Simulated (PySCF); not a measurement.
# BF (SMILES [B]F) at 6 levels

Wanted: a comparison of 6 runs (HF/STO-3G, B2PLYP/def2-TZVPPD, BHLYP/def2-TZVPPD, M06-2X/def2-TZVPPD, wB97M-V/def2-TZVPPD, CCSD(T)/def2-TZVPPD) of BF. Input form: a Python script.

The results are computed with PySCF 2.14.0.

4 further runs of the same task are left out: 4 set aside as unsound or not needed.

### 1 The structure to begin with

BF has 2 atoms, charge 0, and is taken as a singlet. SMILES: `[B]F`. The B1–F2 distance was set to 1.453 Å, away from the relaxed value.

Bond lengths: B1–F2 1.453 Å.

### 2 The energy at HF/STO-3G (run 1)

File input.py:

```python
from pyscf import gto

system = gto.M(
    atom='''
B        0.000000       0.000000      -0.198860
F        0.000000       0.000000       1.253740
''',
    basis='sto-3g',
    verbose=3,
    max_memory=1860,
)

mf = system.RHF()
mf.conv_tol = 1e-10
mf.kernel()
if not mf.converged:
    mf = mf.newton().run(mf.mo_coeff, mf.mo_occ)

e_final = mf.e_tot
print('E(%s) = %.9f' % ('HF', e_final))
```

Started as:

```console
$ OMP_NUM_THREADS=1 python input.py
```

What it wrote:

```text
converged SCF energy = -122.318805319353
E(HF) = -122.318805319
```

It took 0.54 s on 1 thread of Arm Neoverse V2, shared host; peak memory 0.12 GiB.

### 3 The energy at B2PLYP/def2-TZVPPD (run 2)

File job.py:

```python
from pyscf import gto, dft, mp

system = gto.M(
    atom=[
    ('B', (0.000000, -0.000000, -0.198860)),
    ('F', (-0.000000, 0.000000, 1.253740)),
],
    max_memory=1860,
    basis='def2-tzvppd',
    charge=0,
    spin=0,
    verbose=3,
)

myscf = dft.RKS(system, xc='0.53*HF + 0.47*B88, 0.73*LYP')
myscf.grids.level = 5
myscf.conv_tol = 1e-10
myscf.kernel()
if not myscf.converged:
    myscf = myscf.newton().run(myscf.mo_coeff, myscf.mo_occ)

pt = mp.MP2(myscf, frozen=2).run()
e_final = myscf.e_tot + 0.27 * pt.e_corr
print('PT2 part  %.8f' % (0.27 * pt.e_corr))
print('E(%s) = %.9f' % ('B2PLYP', e_final))
```

Started as:

```console
$ OMP_NUM_THREADS=1 python job.py
```

What it wrote:

```text
converged SCF energy = -124.513436933047
E(RMP2) = -124.914648178002  E_corr = -0.401211244954716
E(SCS-RMP2) = -124.90862492005  E_corr = -0.395187987002249
PT2 part  -0.10832704
E(B2PLYP) = -124.621763969
```

Wall time 3.9 s (1 thread of Arm Neoverse V2, shared host); peak memory 0.35 GiB.

Runs 3 to 4 aren't shown in full; the table further down has their settings and results.

### 4 The energy at wB97M-V/def2-TZVPPD (run 5)

File job.py:

```python
from pyscf import gto, dft

mol = gto.M(
    atom='''
B        0.000000       0.000000      -0.198860
F        0.000000       0.000000       1.253740
''',
    max_memory=1860,
    verbose=4,
    basis='def2-tzvppd',
    charge=0,
)

mf = dft.RKS(mol, xc='wb97m-v')
mf.nlcgrids.level = 1
mf.conv_tol = 1e-10
mf.grids.level = 5
mf.kernel()
if not mf.converged:
    mf = mf.newton().run(mf.mo_coeff, mf.mo_occ)

e_final = mf.e_tot
print('E(%s) = %.9f' % ('WB97M-V', e_final))
```

Started as:

```console
$ OMP_NUM_THREADS=1 python job.py
```

What it wrote:

```text
PySCF version 2.14.0

[INPUT] num. atoms = 2
[INPUT] num. electrons = 14
[INPUT] charge = 0
[INPUT] spin (= nelec alpha-beta = 2S) = 0
[INPUT] symmetry False subgroup None
[INPUT] Mole.unit = angstrom
[INPUT] Symbol           X                Y                Z      unit          X                Y                Z       unit  Magmom
[INPUT]  1 B      0.000000000000   0.000000000000  -0.198860000000 AA    0.000000000000   0.000000000000  -0.375790937131 Bohr   0.0
[INPUT]  2 F      0.000000000000   0.000000000000   1.253740000000 AA    0.000000000000   0.000000000000   2.369225231412 Bohr   0.0

nuclear repulsion = 16.393346063197
number of shells = 27
number of NR pGTOs = 107
number of NR cGTOs = 77
basis = def2-tzvppd
ecp = {}

******** <class 'pyscf.dft.rks.RKS'> ********
method = RKS
initial guess = minao
damping factor = 0
level_shift factor = 0
DIIS = <class 'pyscf.scf.diis.CDIIS'>
diis_start_cycle = 1
diis_space = 8
diis_damp = 0
SCF conv_tol = 1e-10
SCF conv_tol_grad = None
SCF max_cycles = 50
direct_scf = True
direct_scf_tol = 1e-13
XC library pyscf.dft.libxc version 7.0.0
    S. Lehtola, C. Steigemann, M. J.T. Oliveira, and M. A.L. Marques.,  SoftwareX 7, 1–5 (2018)
XC functionals = wb97m-v
radial grids:
    Treutler-Ahlrichs [JCP 102, 346 (1995); DOI:10.1063/1.469408] (M4) radial grids

becke partition: Becke, JCP 88, 2547 (1988); DOI:10.1063/1.454033
pruning grids: <function nwchem_prune>
grids dens level: 5
symmetrized grids: False
atomic radii adjust function: <function treutler_atomic_radii_adjust>
** Following is NLC and NLC Grids **
NLC functional = wb97m-v
radial grids:
    Treutler-Ahlrichs [JCP 102, 346 (1995); DOI:10.1063/1.469408] (M4) radial grids

becke partition: Becke, JCP 88, 2547 (1988); DOI:10.1063/1.454033
pruning grids: <function nwchem_prune>
grids dens level: 1
symmetrized grids: False
atomic radii adjust function: <function treutler_atomic_radii_adjust>
small_rho_cutoff = 0
Set gradient conv threshold to 1e-05
Initial guess from minao.
tot grids = 87040
tot grids = 10480
init E= -124.513908645344
  HOMO = -0.311257889269921  LUMO = -0.00231758870492119  gap/eV = 8.40669
cycle= 1 E= -124.606173678934  delta_E= -0.0923  |g|= 0.546  |ddm|= 0.787
  HOMO = -0.4113575716138  LUMO = -0.0117644571858499  gap/eV = 10.87348
cycle= 2 E= -124.55891632258  delta_E= 0.0473  |g|= 0.86  |ddm|= 0.588
  HOMO = -0.411778710300666  LUMO = 0.000632159729048174  gap/eV = 11.22227
cycle= 3 E= -124.668186396148  delta_E= -0.109  |g|= 0.0296  |ddm|= 0.294
  HOMO = -0.401141546933985  LUMO = 0.0108199806616335  gap/eV = 11.21004
cycle= 4 E= -124.668433889478  delta_E= -0.000247  |g|= 0.00704  |ddm|= 0.0408
  HOMO = -0.401235282099325  LUMO = 0.0104766188754007  gap/eV = 11.20325
cycle= 5 E= -124.668455289598  delta_E= -2.14e-05  |g|= 0.00195  |ddm|= 0.0156
  HOMO = -0.401429836781411  LUMO = 0.0101280430194915  gap/eV = 11.19906
cycle= 6 E= -124.668456506883  delta_E= -1.22e-06  |g|= 0.000457  |ddm|= 0.00403
  HOMO = -0.401473609457923  LUMO = 0.0100814760347612  gap/eV = 11.19898
cycle= 7 E= -124.668456564017  delta_E= -5.71e-08  |g|= 4.69e-05  |ddm|= 0.000826
  HOMO = -0.401479050127882  LUMO = 0.0100737572635792  gap/eV = 11.19892
cycle= 8 E= -124.668456565771  delta_E= -1.75e-09  |g|= 8.64e-06  |ddm|= 0.000169
  HOMO = -0.401478520920005  LUMO = 0.0100739862459333  gap/eV = 11.19891
cycle= 9 E= -124.668456565814  delta_E= -4.27e-11  |g|= 1.42e-06  |ddm|= 1.79e-05
  HOMO = -0.40147862302376  LUMO = 0.0100739154369564  gap/eV = 11.19891
Extra cycle  E= -124.668456565814  delta_E= -4.55e-13  |g|= 1.5e-06  |ddm|= 3.02e-06
converged SCF energy = -124.668456565814
E(WB97M-V) = -124.668456566
```

Run time: 13 s. Hardware: 1 thread of Arm Neoverse V2, shared host; peak memory 0.39 GiB.

### 5 A single-point energy at CCSD(T)/def2-TZVPPD (run 6)

File job.py:

```python
from pyscf import gto, scf, cc

molecule = gto.Mole()
molecule.atom = '''
B        0.000000       0.000000      -0.198860
F        0.000000       0.000000       1.253740
'''
molecule.verbose = 4
molecule.basis = 'def2-tzvppd'
molecule.max_memory = 1860
molecule.build()

hf = scf.RHF(molecule)
hf.conv_tol = 1e-10
hf.kernel()
if not hf.converged:
    hf = hf.newton().run(hf.mo_coeff, hf.mo_occ)

mycc = cc.CCSD(hf, frozen=2)
mycc.kernel()
e_t = mycc.ccsd_t()
e_final = mycc.e_tot + e_t
print(f'total energy: {e_final:.8f} hartree')
```

Started as:

```console
$ OMP_NUM_THREADS=1 python job.py
```

What it wrote:

```text
PySCF version 2.14.0

[INPUT] num. atoms = 2
[INPUT] num. electrons = 14
[INPUT] charge = 0
[INPUT] spin (= nelec alpha-beta = 2S) = 0
[INPUT] symmetry False subgroup None
[INPUT] Mole.unit = angstrom
[INPUT] Symbol           X                Y                Z      unit          X                Y                Z       unit  Magmom
[INPUT]  1 B      0.000000000000   0.000000000000  -0.198860000000 AA    0.000000000000   0.000000000000  -0.375790937131 Bohr   0.0
[INPUT]  2 F      0.000000000000   0.000000000000   1.253740000000 AA    0.000000000000   0.000000000000   2.369225231412 Bohr   0.0

nuclear repulsion = 16.393346063197
number of shells = 27
number of NR pGTOs = 107
number of NR cGTOs = 77
basis = def2-tzvppd
ecp = {}

******** <class 'pyscf.scf.hf.RHF'> ********
method = RHF
initial guess = minao
damping factor = 0
level_shift factor = 0
DIIS = <class 'pyscf.scf.diis.CDIIS'>
diis_start_cycle = 1
diis_space = 8
diis_damp = 0
SCF conv_tol = 1e-10
SCF conv_tol_grad = None
SCF max_cycles = 50
direct_scf = True
direct_scf_tol = 1e-13
Set gradient conv threshold to 1e-05
[... 1 set-up line as earlier in the session ...]
init E= -123.910131645387
  HOMO = -0.316911199984229  LUMO = 0.0425780905344179  gap/eV = 9.78220
cycle= 1 E= -124.076205230858  delta_E= -0.166  |g|= 0.496  |ddm|= 0.78
  HOMO = -0.453290166375346  LUMO = 0.032904155500332  gap/eV = 13.23002
cycle= 2 E= -124.110277283534  delta_E= -0.0341  |g|= 0.404  |ddm|= 0.441
  HOMO = -0.442332272861442  LUMO = 0.0481330955212567  gap/eV = 13.34624
cycle= 3 E= -124.133735573261  delta_E= -0.0235  |g|= 0.0345  |ddm|= 0.148
  HOMO = -0.430210819154532  LUMO = 0.0571931102852363  gap/eV = 13.26294
cycle= 4 E= -124.134486922433  delta_E= -0.000751  |g|= 0.0122  |ddm|= 0.0653
  HOMO = -0.430106479831291  LUMO = 0.0571952511306951  gap/eV = 13.26016
cycle= 5 E= -124.134576245709  delta_E= -8.93e-05  |g|= 0.00303  |ddm|= 0.0261
  HOMO = -0.43022987441131  LUMO = 0.0571743124153975  gap/eV = 13.26294
cycle= 6 E= -124.134581398106  delta_E= -5.15e-06  |g|= 0.000849  |ddm|= 0.00481
  HOMO = -0.430183310060269  LUMO = 0.0571746420614317  gap/eV = 13.26169
cycle= 7 E= -124.134581940525  delta_E= -5.42e-07  |g|= 0.000114  |ddm|= 0.00164
  HOMO = -0.430162396090566  LUMO = 0.0571751311607159  gap/eV = 13.26113
cycle= 8 E= -124.134581946776  delta_E= -6.25e-09  |g|= 1.32e-05  |ddm|= 0.000179
  HOMO = -0.43016327638087  LUMO = 0.0571751403214385  gap/eV = 13.26115
cycle= 9 E= -124.13458194686  delta_E= -8.4e-11  |g|= 1.98e-06  |ddm|= 2.85e-05
  HOMO = -0.430163169408988  LUMO = 0.0571751300089426  gap/eV = 13.26115
Extra cycle  E= -124.134581946862  delta_E= -1.59e-12  |g|= 6.49e-07  |ddm|= 4.09e-06
converged SCF energy = -124.134581946862

******** <class 'pyscf.cc.ccsd.CCSD'> ********
CC2 = 0
CCSD nocc = 5, nmo = 75
frozen orbitals 2
max_cycle = 50
direct = 0
conv_tol = 1e-07
conv_tol_normt = 1e-05
diis_space = 6
diis_start_cycle = 0
diis_start_energy_diff = 1e+09
Init t2, MP2 energy = -124.463233080806  E_corr(MP2) -0.328651133944129
Init E_corr(CCSD) = -0.328651133944286
cycle = 1  E_corr(CCSD) = -0.32572083066086  dE = 0.00293030328  norm(t1,t2) = 0.0697336
cycle = 2  E_corr(CCSD) = -0.338439006725112  dE = -0.0127181761  norm(t1,t2) = 0.0300506
cycle = 3  E_corr(CCSD) = -0.338206878457183  dE = 0.000232128268  norm(t1,t2) = 0.0190161
cycle = 4  E_corr(CCSD) = -0.341261446366072  dE = -0.00305456791  norm(t1,t2) = 0.00894405
cycle = 5  E_corr(CCSD) = -0.341350362669815  dE = -8.89163037e-05  norm(t1,t2) = 0.00115463
cycle = 6  E_corr(CCSD) = -0.341252607801769  dE = 9.7754868e-05  norm(t1,t2) = 0.00045127
cycle = 7  E_corr(CCSD) = -0.341238435162871  dE = 1.41726389e-05  norm(t1,t2) = 9.97081e-05
cycle = 8  E_corr(CCSD) = -0.341246632070127  dE = -8.19690726e-06  norm(t1,t2) = 2.96326e-05
cycle = 9  E_corr(CCSD) = -0.341246596461109  dE = 3.5609018e-08  norm(t1,t2) = 1.2501e-05
cycle = 10  E_corr(CCSD) = -0.341245979291509  dE = 6.17169599e-07  norm(t1,t2) = 3.5652e-06
cycle = 11  E_corr(CCSD) = -0.341246248924805  dE = -2.69633296e-07  norm(t1,t2) = 1.34203e-06
cycle = 12  E_corr(CCSD) = -0.34124620330584  dE = 4.56189645e-08  norm(t1,t2) = 7.47817e-07
CCSD converged
E(CCSD) = -124.4758281501678  E_corr = -0.3412462033058403
CCSD(T) correction = -0.0122663587803813
total energy: -124.48809451 hartree
```

It took 6.6 s on 1 thread of Arm Neoverse V2, shared host; peak memory 0.28 GiB.

### 6 The series

```csv
run,level,frozen core orbitals,integration grid,energy (Eh),dipole moment (D) of the reference,HOMO energy (eV),LUMO energy (eV),wall time
1,HF/STO-3G,–,–,-122.318805,0.32,-7.97,7.74,0.54 s
2,B2PLYP/def2-TZVPPD,2,5,-124.621764,0.20,-9.82,-0.53,3.9 s
3,BHLYP/def2-TZVPPD,–,5,-124.645649,0.21,-9.86,-0.84,3.6 s
4,M06-2X/def2-TZVPPD,–,5,-124.653614,0.25,-9.82,-0.90,7.2 s
5,wB97M-V/def2-TZVPPD,–,5,-124.668457,0.14,-10.92,0.27,13 s
6,CCSD(T)/def2-TZVPPD,2,–,-124.488095,0.30,-11.71,1.56,6.6 s
```

### 7 Results

| quantity | value |
| --- | --- |
| run 6: total energy | -124.48809 Eh |
| run 6: dipole moment (Hartree–Fock density) | 0.30 D |
| run 6: HOMO energy (Hartree–Fock orbitals) | -11.71 eV |
| run 6: LUMO energy (Hartree–Fock orbitals) | 1.56 eV |
| run 6: HOMO–LUMO gap (Hartree–Fock orbitals) | 13.26 eV |
| run 6: correlation energy (2 core orbitals frozen) | -353.5 mEh |
| run 6: (T) correction | -12.27 mEh |
| run 6: T1 diagnostic | 0.020 |

What this shows: Over runs 1, 2, 3, 4, 5 the dipole moment (its size) runs from 0.14 D (wB97M-V/def2-TZVPPD) to 0.32 D (HF/STO-3G). The two ends differ in method and basis. The two dipoles point in opposite directions. Over runs 1, 2, 3, 4, 5 the HOMO–LUMO gap runs from 8.92 eV (M06-2X/def2-TZVPPD) to 15.71 eV (HF/STO-3G). Totals of different functionals can't be ranked against each other. In run 1 the basis is minimal, so the values are rough. All runs together took 34 s, the longest 13 s.
